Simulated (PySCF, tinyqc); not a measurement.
Inside a calculation. Method: RHF in the sto-6g basis, for H2O, spin multiplicity 1. The lowest restricted solution is unstable here: a spin-polarised one lies 0.0143 hartree lower (PySCF). One step of it, computed by the program tinyqc.

Question. Iteration 1: building the Fock matrix. J_ij = sum D_kl (ij|kl), K_ij = sum D_kl (ik|jl); F = H + J - 0.5 K; E = tr D H + tr D J / 2 - 0.25 tr D K + E_nn.

D at the start, lower triangle:
```
,1O 1s,1O 2s,1O 2px,1O 2py,1O 2pz,2H 1s,3H 1s
1O 1s,2.118480
1O 2s,-0.521386,2.290136
1O 2px,0.000000,0.000000,2.000000
1O 2py,0.000367,-0.002211,0.000000,2.131280
1O 2pz,-0.017765,0.099571,0.000000,-0.001124,2.054847
2H 1s,0.046349,-0.193960,0.000000,-0.197589,-0.123440,0.041244
3H 1s,0.047101,-0.197209,0.000000,0.200352,-0.125252,0.004675,0.042412
```

core Hamiltonian H = T + V (hartree), lower triangle:
```
,1O 1s,1O 2s,1O 2px,1O 2py,1O 2pz,2H 1s,3H 1s
1O 1s,-32.720764
1O 2s,-7.229828,-8.946449
1O 2px,0.000000,0.000000,-7.221855
1O 2py,0.000090,0.001032,0.000000,-7.295247
1O 2pz,-0.009344,-0.110641,0.000000,0.000441,-7.254988
2H 1s,-0.713326,-1.842845,0.000000,-1.206945,-0.830574,-3.833303
3H 1s,-0.727677,-1.872536,0.000000,1.224126,-0.841919,-0.443580,-3.852543
```

Two-electron integrals (ij|kl) in chemists' order, unique and non-zero (hartree):
```
i,j,k,l,(ij|kl)
1,1,1,1,4.787491
2,1,1,1,0.675884
2,1,2,1,0.121505
2,2,1,1,1.117379
2,2,2,1,0.249212
2,2,2,2,0.817383
3,1,3,1,0.025762
3,2,3,1,0.039145
3,2,3,2,0.180664
3,3,1,1,1.117381
3,3,2,1,0.249212
3,3,2,2,0.817382
3,3,3,3,0.880663
4,1,4,1,0.025762
4,2,4,1,0.039145
4,2,4,2,0.180664
4,3,4,3,0.047461
4,4,1,1,1.117381
4,4,2,1,0.249212
4,4,2,2,0.817382
4,4,3,3,0.785741
4,4,4,4,0.880663
5,1,5,1,0.025762
5,2,5,1,0.039145
5,2,5,2,0.180664
5,3,5,3,0.047461
5,4,5,4,0.047461
5,5,1,1,1.117381
5,5,2,1,0.249212
5,5,2,2,0.817382
5,5,3,3,0.785741
5,5,4,4,0.785741
5,5,5,5,0.880663
6,1,1,1,0.070313
6,1,2,1,0.012133
6,1,2,2,0.024398
6,1,3,3,0.024347
6,1,4,1,0.000493
6,1,4,2,0.000973
6,1,4,4,0.024451
6,1,5,1,0.000332
6,1,5,2,0.000654
6,1,5,4,0.000070
6,1,5,5,0.024394
6,1,6,1,0.001234
6,2,1,1,0.198545
6,2,2,1,0.045037
6,2,2,2,0.167163
6,2,3,3,0.164255
6,2,4,1,0.003004
6,2,4,2,0.023584
6,2,4,4,0.170264
6,2,5,1,0.002019
6,2,5,2,0.015850
6,2,5,4,0.004038
6,2,5,5,0.166969
6,2,6,1,0.004536
6,2,6,2,0.045683
6,3,3,1,0.004622
6,3,3,2,0.027226
6,3,4,3,0.004698
6,3,5,3,0.003157
6,3,6,3,0.005907
6,4,1,1,0.130178
6,4,2,1,0.029907
6,4,2,2,0.118209
6,4,3,3,0.113207
6,4,4,1,0.006287
6,4,4,2,0.042313
6,4,4,4,0.126467
6,4,5,1,0.001119
6,4,5,2,0.010139
6,4,5,4,0.005754
6,4,5,5,0.114952
6,4,6,1,0.003126
6,4,6,2,0.039218
6,4,6,4,0.039087
6,5,1,1,0.087485
6,5,2,1,0.020099
6,5,2,2,0.079441
6,5,3,3,0.076080
6,5,4,1,0.001119
6,5,4,2,0.010139
6,5,4,4,0.078677
6,5,5,1,0.005374
6,5,5,2,0.034040
6,5,5,4,0.006443
6,5,5,5,0.083567
6,5,6,1,0.002101
6,5,6,2,0.026356
6,5,6,4,0.022298
6,5,6,5,0.020892
6,6,1,1,0.390437
6,6,2,1,0.090157
6,6,2,2,0.384595
6,6,3,3,0.371486
6,6,4,1,0.006514
6,6,4,2,0.072518
6,6,4,4,0.398576
6,6,5,1,0.004378
6,6,5,2,0.048735
6,6,5,4,0.018206
6,6,5,5,0.383721
6,6,6,1,0.009123
6,6,6,2,0.144304
6,6,6,4,0.140573
6,6,6,5,0.094471
6,6,6,6,0.774999
7,1,1,1,0.071733
7,1,2,1,0.012377
7,1,2,2,0.024889
7,1,3,3,0.024837
7,1,4,1,-0.000504
7,1,4,2,-0.000993
7,1,4,4,0.024944
7,1,5,1,0.000338
7,1,5,2,0.000667
7,1,5,4,-0.000072
7,1,5,5,0.024885
7,1,6,1,0.001238
7,1,6,2,0.004453
7,1,6,4,0.002841
7,1,6,5,0.002068
7,1,6,6,0.008906
7,1,7,1,0.001285
7,2,1,1,0.201865
7,2,2,1,0.045788
7,2,2,2,0.169866
7,2,3,3,0.166912
7,2,4,1,-0.003055
7,2,4,2,-0.023952
7,2,4,4,0.173017
7,2,5,1,0.002052
7,2,5,2,0.016091
7,2,5,4,-0.004102
7,2,5,5,0.169667
7,2,6,1,0.004438
7,2,6,2,0.034957
7,2,6,4,0.021370
7,2,6,5,0.019595
7,2,6,6,0.085897
7,2,7,1,0.004704
7,2,7,2,0.047090
7,3,3,1,0.004708
7,3,3,2,0.027703
7,3,4,3,-0.004775
7,3,5,3,0.003208
7,3,6,3,0.004291
7,3,7,3,0.006101
7,4,1,1,-0.132123
7,4,2,1,-0.030353
7,4,2,2,-0.119920
7,4,3,3,-0.114837
7,4,4,1,0.006400
7,4,4,2,0.043015
7,4,4,4,-0.128314
7,4,5,1,-0.001137
7,4,5,2,-0.010287
7,4,5,4,0.005846
7,4,5,5,-0.116609
7,4,6,1,-0.002826
7,4,6,2,-0.021321
7,4,6,4,-0.009263
7,4,6,5,-0.011759
7,4,6,6,-0.050381
7,4,7,1,-0.003237
7,4,7,2,-0.040361
7,4,7,4,0.040196
7,5,1,1,0.088757
7,5,2,1,0.020390
7,5,2,2,0.080560
7,5,3,3,0.077145
7,5,4,1,-0.001137
7,5,4,2,-0.010287
7,5,4,4,0.079783
7,5,5,1,0.005472
7,5,5,2,0.034613
7,5,5,4,-0.006547
7,5,5,5,0.084751
7,5,6,1,0.002056
7,5,6,2,0.019566
7,5,6,4,0.011764
7,5,6,5,0.015053
7,5,6,6,0.051649
7,5,7,1,0.002175
7,5,7,2,0.027114
7,5,7,4,-0.022904
7,5,7,5,0.021488
7,6,1,1,0.043357
7,6,2,1,0.009939
7,6,2,2,0.040118
7,6,3,3,0.039264
7,6,4,1,1.17e-06
7,6,4,2,0.000014
7,6,4,4,0.040066
7,6,5,1,0.000692
7,6,5,2,0.006524
7,6,5,4,3.05e-06
7,6,5,5,0.041024
7,6,6,1,0.000987
7,6,6,2,0.010806
7,6,6,4,0.008186
7,6,6,5,0.007035
7,6,6,6,0.036414
7,6,7,1,0.001007
7,6,7,2,0.010954
7,6,7,4,-0.008275
7,6,7,5,0.007119
7,6,7,6,0.003351
7,7,1,1,0.392837
7,7,2,1,0.090708
7,7,2,2,0.386777
7,7,3,3,0.373517
7,7,4,1,-0.006587
7,7,4,2,-0.073201
7,7,4,4,0.400927
7,7,5,1,0.004425
7,7,5,2,0.049175
7,7,5,4,-0.018414
7,7,5,5,0.385887
7,7,6,1,0.008783
7,7,6,2,0.084991
7,7,6,4,0.049923
7,7,6,5,0.051201
7,7,6,6,0.237464
7,7,7,1,0.009364
7,7,7,2,0.146942
7,7,7,4,-0.142935
7,7,7,5,0.096021
7,7,7,6,0.036414
7,7,7,7,0.774999
```

nuclear repulsion = 6.55500162 hartree

Give: Coulomb J; exchange K; Fock matrix F; total energy of this density.

Answer.

Coulomb J (hartree), lower triangle:
```
,1O 1s,1O 2s,1O 2px,1O 2py,1O 2pz,2H 1s,3H 1s
1O 1s,18.650
1O 2s,3.358,8.806
1O 2px,0.000,0.000,8.807
1O 2py,0.000,0.000,0.000,8.806
1O 2pz,0.002,0.001,0.000,0.000,8.806
2H 1s,0.337,1.737,0.000,1.207,0.811,3.846
3H 1s,0.344,1.766,0.000,-1.224,0.822,0.408,3.868
```

exchange K (hartree), lower triangle:
```
,1O 1s,1O 2s,1O 2px,1O 2py,1O 2pz,2H 1s,3H 1s
1O 1s,9.878
1O 2s,1.589,2.841
1O 2px,0.000,0.000,2.362
1O 2py,0.000,0.000,0.000,2.364
1O 2pz,0.001,0.005,0.000,0.000,2.362
2H 1s,0.174,0.479,0.000,0.250,0.168,0.141
3H 1s,0.177,0.487,0.000,-0.254,0.170,0.071,0.146
```

Fock matrix F (hartree), lower triangle:
```
,1O 1s,1O 2s,1O 2px,1O 2py,1O 2pz,2H 1s,3H 1s
1O 1s,-19.010
1O 2s,-4.667,-1.561
1O 2px,0.000,0.000,0.405
1O 2py,0.000,0.001,0.000,0.328
1O 2pz,-0.008,-0.112,0.000,0.000,0.370
2H 1s,-0.463,-0.345,0.000,-0.126,-0.104,-0.058
3H 1s,-0.472,-0.350,0.000,0.127,-0.105,-0.072,-0.057
```

total energy of this density = -74.05120 hartree
